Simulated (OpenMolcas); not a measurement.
# NOF (nitrosyl fluoride): a chain of runs

We compute a series of 8 runs (HF/def2-TZVPP, CASSCF(18,12)/def2-TZVPP, CASPT2(18,12)/def2-TZVPP, CASPT2[IPEA 0](18,12)/def2-TZVPP, SC-NEVPT2(18,12)/def2-TZVPP, PC-NEVPT2(18,12)/def2-TZVPP, MC-PDFT[tPBE](18,12)/def2-TZVPP, MC-PDFT[ftPBE](18,12)/def2-TZVPP) of NOF (nitrosyl fluoride). 

The results are computed with OpenMolcas 26.06.

### 1 The molecule

The species is NOF (3 atoms), meant as a singlet with charge 0. SMILES: `O=NF`. The coordinates come from a PBE0-D4/def2-TZVP relaxation.

Bond lengths: O1–N2 1.127 Å, N2–F3 1.483 Å. Angles: O1–N2–F3 110.4°.

### 2 A single-point energy at HF/def2-TZVPP (run 1)

File step1.input:

```
* FNO Hartree-Fock
>>> EXPORT MOLCAS_PRINT=2

&GATEWAY
  BASLIB=$CurrDir
  COORD
  3
  bohr
  O      1.64094368     0.45914676     0.95382036
  N      0.28143691    -0.91186844     0.05652171
  F     -1.92239949     0.45274058    -1.01034207
  BASIS=def2-TZVPP
  GROUP=NoSym

&SEWARD

&SCF
  PRORBITALS=1
```

The basis set def2-TZVPP is read from a file made from the Basis Set Exchange's data (not shown).

Launch:

```
export MOLCAS_MEM=1860
pymolcas step1.input > step1.log
```

Log:

```text
--- Start Module: gateway ---
[...]
--- Stop Module: gateway /rc=_RC_ALL_IS_WELL_ ---
--- Start Module: seward ---
[...]
      Basis functions           93
--- Stop Module: seward /rc=_RC_ALL_IS_WELL_ ---
[...]
--- Start Module: scf ---
[...]
       Convergence after  13 Iterations
[...]
::    Total SCF energy                               -228.7216464885
[...]
      Total spin, S                                     0.0000000000
[...]
      Total electronic charge=   24.000000
      Total            charge=   -0.000000
[...]
      Dipole Moment (debye):
      Origin of the operator (angstrom)=   -0.0684    0.0343   -0.0340
                   X=  1.3421E+00               Y= -6.7669E-01               Z=  6.6639E-01           Total=  1.6441E+00
      Quadrupole Moment (debye*angstrom):
[...]
--- Stop Module: scf /rc=_RC_ALL_IS_WELL_ ---
[...]
```

It took 11 s on 1 thread of Arm Neoverse N1, shared host; peak memory 0.51 GiB.

### 3 A single-point energy at CASSCF(18,12)/def2-TZVPP (run 2)

File step2.inp:

```
* FNO CASSCF
&gateway
baslib = $CurrDir
coord
3
bohr
O      1.64094368     0.45914676     0.95382036
N      0.28143691    -0.91186844     0.05652171
F     -1.92239949     0.45274058    -1.01034207
basis = def2-TZVPP
group = NoSym
&seward
&rasscf
fileorb = $CurrDir/step1.ScfOrb
spin = 1
nactel = 18 0 0
inactive = 3
ras2 = 12
orblisting = NoCore
```

The basis set def2-TZVPP is read from a file made from the Basis Set Exchange's data (not shown).

Launch:

```
export MOLCAS_MEM=1860
pymolcas step2.inp > step2.log
```

Log:

```text
--- Start Module: gateway ---
[...]
--- Stop Module: gateway /rc=_RC_ALL_IS_WELL_ ---
--- Start Module: seward ---
[...]
      Basis functions           93
--- Stop Module: seward /rc=_RC_ALL_IS_WELL_ ---
[...]
--- Start Module: rasscf ---
[...]
      Number of active orbitals                 12
[...]
      Spin quantum number                      0.0
[...]
      Active orbitals                           12
[...]
      Number of CSFs                         15730
[...]
      Number of root(s) required                 1
[...]
      Convergence after 12 iterations
[...]
      printout of CI-coefficients larger than  0.05 for root  1
      energy=    -228.888379
      conf/sym  111111111111     Coeff  Weight
             1  222222222000  -0.95298 0.90818
            15  2222222udud0   0.05032 0.00253
            20  2222222uudd0  -0.07336 0.00538
            31  222222220020   0.14184 0.02012
          1436  222220222200   0.13826 0.01912
          1542  2222ud222ud0   0.05236 0.00274
[...]
      Natural orbitals and occupation numbers for root  1
      sym 1:   1.997959   1.999736   1.992854   1.976739   1.977259   1.934522   1.999384   1.988136   1.941318   0.084225
               0.082154   0.025714
[...]
::    RASSCF root number  1 Total energy:   -228.88837936
[...]
      Total electronic charge=   24.000000
      Total            charge=   -0.000000
[...]
      Dipole Moment (debye):
      Origin of the operator (angstrom)=   -0.0684    0.0343   -0.0340
                   X=  1.2815E+00               Y= -3.4292E-01               Z=  6.6907E-01           Total=  1.4858E+00
      Quadrupole Moment (debye*angstrom):
[...]
--- Stop Module: rasscf /rc=_RC_ALL_IS_WELL_ ---
[...]
```

Wall time 35 s (1 thread of Arm Neoverse N1, shared host); peak memory 0.51 GiB.

Runs 3 to 5 aren't shown in full; the table further down has their settings and results.

### 4 The energy at PC-NEVPT2(18,12)/def2-TZVPP (run 6)

File step6.input:

```
&GATEWAY
  BasLib=$CurrDir
  Coord
  3
  bohr
  O      1.64094368     0.45914676     0.95382036
  N      0.28143691    -0.91186844     0.05652171
  F     -1.92239949     0.45274058    -1.01034207
  Basis=def2-TZVPP
  Group=NoSym

&SEWARD

&RASSCF
  FileOrb=$CurrDir/step2.RasOrb
  Spin=1
  Nactel=18 0 0
  Inactive=3
  Ras2=12
  OrbListing=NoCore

&CASPT2
  PC-NEVPT2
  Frozen=3
```

The basis set def2-TZVPP is read from a file made from the Basis Set Exchange's data (not shown).

Launch:

```
export MOLCAS_MEM=1860
pymolcas step6.input > step6.log
```

Log:

```text
--- Start Module: gateway ---
[...]
--- Stop Module: gateway /rc=_RC_ALL_IS_WELL_ ---
[...]
      Basis functions           93
[...]
--- Start Module: rasscf ---
[...]
      Number of active orbitals                 12
[...]
      Spin quantum number                      0.0
[...]
      Active orbitals                           12
[...]
      Number of CSFs                         15730
[...]
      Number of root(s) required                 1
[...]
      Convergence after  8 iterations
[...]
      printout of CI-coefficients larger than  0.05 for root  1
      energy=    -228.888379
      conf/sym  111111111111     Coeff  Weight
             1  222222222000   0.95299 0.90818
            15  2222222udud0  -0.05031 0.00253
            20  2222222uudd0   0.07335 0.00538
            31  222222220020  -0.14184 0.02012
          1436  222220222200  -0.13826 0.01912
          1542  2222ud222ud0  -0.05238 0.00274
[...]
      Natural orbitals and occupation numbers for root  1
      sym 1:   1.997959   1.999736   1.992854   1.976739   1.977259   1.934520   1.999384   1.988141   1.941323   0.084222
               0.082148   0.025714
[...]
::    RASSCF root number  1 Total energy:   -228.88837936
[...]
      Total electronic charge=   24.000000
      Total            charge=   -0.000000
[...]
      Dipole Moment (debye):
      Origin of the operator (angstrom)=   -0.0684    0.0343   -0.0340
                   X=  1.2817E+00               Y= -3.4296E-01               Z=  6.6916E-01           Total=  1.4860E+00
      Quadrupole Moment (debye*angstrom):
[...]
--- Stop Module: rasscf /rc=_RC_ALL_IS_WELL_ ---
[...]
      E2 (Variational):          -0.4877753527
[...]
      E2 (Variational):          -0.4772078263
      Total energy:            -229.3655871908
[...]
      Reference weight:           0.92163
[...]
::    PC-NEVPT2 Root  1     Total energy:   -229.37615472
[...]
```

Wall time 1.8 min (1 thread of Arm Neoverse N1, shared host); peak memory 0.51 GiB.

Run 7 isn't shown in full; the table further down has it.

### 5 A single-point energy at MC-PDFT[ftPBE](18,12)/def2-TZVPP (run 8)

File step8.inp:

```
&gateway
 baslib=$CurrDir
 coord
 3
 bohr
 O      1.64094368     0.45914676     0.95382036
 N      0.28143691    -0.91186844     0.05652171
 F     -1.92239949     0.45274058    -1.01034207
 basis=def2-TZVPP
 group=NoSym

&seward

&rasscf
 fileorb=$CurrDir/step2.RasOrb
 spin=1
 nactel=18 0 0
 inactive=3
 ras2=12
 orblisting=NoCore

&mcpdft
 ksdft=FT:PBE
```

The basis set def2-TZVPP is read from a file made from the Basis Set Exchange's data (not shown).

Launch:

```
export MOLCAS_MEM=1860
pymolcas step8.inp > step8.log
```

Log:

```text
--- Start Module: gateway ---
[...]
--- Stop Module: gateway /rc=_RC_ALL_IS_WELL_ ---
[...]
      Basis functions           93
[...]
--- Start Module: rasscf ---
[...]
      Number of active orbitals                 12
[...]
      Spin quantum number                      0.0
[...]
      Active orbitals                           12
[...]
      Number of CSFs                         15730
[...]
      Number of root(s) required                 1
[...]
      Convergence after  8 iterations
[...]
      printout of CI-coefficients larger than  0.05 for root  1
      energy=    -228.888379
      conf/sym  111111111111     Coeff  Weight
             1  222222222000   0.95299 0.90818
            15  2222222udud0  -0.05031 0.00253
            20  2222222uudd0   0.07335 0.00538
            31  222222220020  -0.14184 0.02012
          1436  222220222200  -0.13826 0.01912
          1542  2222ud222ud0  -0.05238 0.00274
[...]
      Natural orbitals and occupation numbers for root  1
      sym 1:   1.997959   1.999736   1.992854   1.976739   1.977259   1.934520   1.999384   1.988141   1.941323   0.084222
               0.082148   0.025714
[...]
::    RASSCF root number  1 Total energy:   -228.88837936
[...]
      Total electronic charge=   24.000000
      Total            charge=   -0.000000
[...]
      Dipole Moment (debye):
      Origin of the operator (angstrom)=   -0.0684    0.0343   -0.0340
                   X=  1.2817E+00               Y= -3.4296E-01               Z=  6.6916E-01           Total=  1.4860E+00
      Quadrupole Moment (debye*angstrom):
[...]
--- Stop Module: rasscf /rc=_RC_ALL_IS_WELL_ ---
[...]
--- Start Module: mcpdft ---
[...]
::    MCPDFT root number  1 Total energy:   -229.61104595
--- Stop Module: mcpdft /rc=_RC_ALL_IS_WELL_ ---
[...]
```

Run time: 28 s. Hardware: 1 thread of Arm Neoverse N1, shared host; peak memory 0.51 GiB.

### 6 All runs side by side

| run | level | active rule | inactive | energy (Eh) | dipole moment (D) of the reference | wall time |
| --- | --- | --- | --- | --- | --- | --- |
| 1 | HF/def2-TZVPP | – | – | -228.721646 | 1.64 | 11 s |
| 2 | CASSCF(18,12)/def2-TZVPP | full valence | 3 | -228.888379 | 1.49 | 35 s |
| 3 | CASPT2(18,12)/def2-TZVPP | full valence | 3 | -229.408895 | 1.49 | 71 s |
| 4 | CASPT2[IPEA 0](18,12)/def2-TZVPP | full valence | 3 | -229.411509 | 1.49 | 72 s |
| 5 | SC-NEVPT2(18,12)/def2-TZVPP | full valence | 3 | -229.365587 | 1.49 | 1.8 min |
| 6 | PC-NEVPT2(18,12)/def2-TZVPP | full valence | 3 | -229.376155 | 1.49 | 1.8 min |
| 7 | MC-PDFT[tPBE](18,12)/def2-TZVPP | full valence | 3 | -229.544799 | 1.49 | 27 s |
| 8 | MC-PDFT[ftPBE](18,12)/def2-TZVPP | full valence | 3 | -229.611046 | 1.49 | 28 s |

### 7 Results

```
                                                               quantity          value
                  run 8, MC-PDFT[ftPBE](18,12)/def2-TZVPP: total energy  -229.61105 Eh
run 8, MC-PDFT[ftPBE](18,12)/def2-TZVPP: dipole moment (CASSCF density)         1.49 D
```

What this shows: Below the HF energy at the same shape and in the same basis (def2-TZVPP): CASSCF(18,12) -166.7 mEh; CASPT2(18,12) -687.2 mEh; CASPT2[IPEA 0](18,12) -689.9 mEh; SC-NEVPT2(18,12) -643.9 mEh; PC-NEVPT2(18,12) -654.5 mEh. Active-space methods hold only the correlation inside their space unless a perturbation or CI step follows. All runs together took 7.6 min, the longest 1.8 min.
